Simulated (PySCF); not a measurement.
## Where the electron goes

C4H9P.
Z-matrix (Å and degrees, GFN2-xTB geometry), rows numbered from 1:
```
C 
C   1  1.5241
C   2  1.5092  1  111.65
C   3  1.5003  2  120.41  1   155.32
P   4  1.8501  3   66.25  2  -112.71
H   1  1.0874  2  110.73  3  -179.23
H   1  1.0877  2  110.47  3    60.44
H   1  1.0887  2  109.93  3   -59.03
H   2  1.0946  1  109.62  3  -120.65
H   2  1.0934  1  109.52  3   121.33
H   3  1.0873  2  113.35  1   -62.31
H   4  1.0825  3  117.62  5  -108.30
H   4  1.0816  3  118.08  5   109.78
H   5  1.4015  3   94.56  4   -91.99
```

Computed with TDDFT CAM-B3LYP/def2-SVPD, vertical, gas phase, core orbitals frozen in the response in PySCF.

Kohn–Sham orbitals with the atoms that hold most of them (Löwdin shares over 4%, at most four atoms; ? is withheld):

```csv
orbital,ε (eV),atoms
LUMO+2,1.88,"P5 28%, C1 13%, H6 10%, C3 9%"
LUMO+1,1.48,"P5 16%, C1 15%, C2 12%, C3 8%"
LUMO,1.28,?
HOMO,?,?
HOMO-1,-8.94,"P5 41%, C4 25%, C3 16%"
HOMO-2,-10.39,"P5 23%, C4 19%, C3 19%, H14 14%"
HOMO-3,-11.12,"C2 24%, C3 16%, C1 15%, H10 13%"
```

Which atoms hold the HOMO, and with what shares?

P5 (bonded to 2 C and H) 51%; C3 (bonded to 2 C, P and H) 18%; C4 (bonded to C, P and 2 H) 11%; C2 (bonded to 2 C and 2 H) 6%. By element: phosphorus 51%, carbon 35% or more.

Which atoms hold the LUMO, and with what shares?

P5 (bonded to 2 C and H) 28%; C4 (bonded to C, P and 2 H) 22%; H13 (bonded to C) 10%; H14 (bonded to P) 9%. By element: phosphorus 28%, carbon 22% or more, hydrogen 18% or more.

What is the HOMO energy, and the HOMO–LUMO gap?

ε(HOMO) = -8.54 eV; the gap is 9.81 eV (0.3606 hartree).

How does S1 compare with the orbital gap of 9.81 eV?

S1 is at 6.44 eV (f = 0.031), 3.37 eV below the gap, made of HOMO→LUMO (85%). 

Next come S2 at 6.77 eV (f 0.033), HOMO→LUMO+1 (38%), HOMO-1→LUMO (28%), HOMO→LUMO+2 (23%); S3 at 6.96 eV (f 0.013), HOMO-1→LUMO+1 (50%), HOMO-1→LUMO+2 (35%); S4 at 7.27 eV (f 0.063), HOMO-1→LUMO (42%), HOMO→LUMO+1 (34%), HOMO→LUMO+3 (8%); S5 at 7.55 eV (f 0.025), HOMO→LUMO+3 (76%).

One conformer stands for the species.
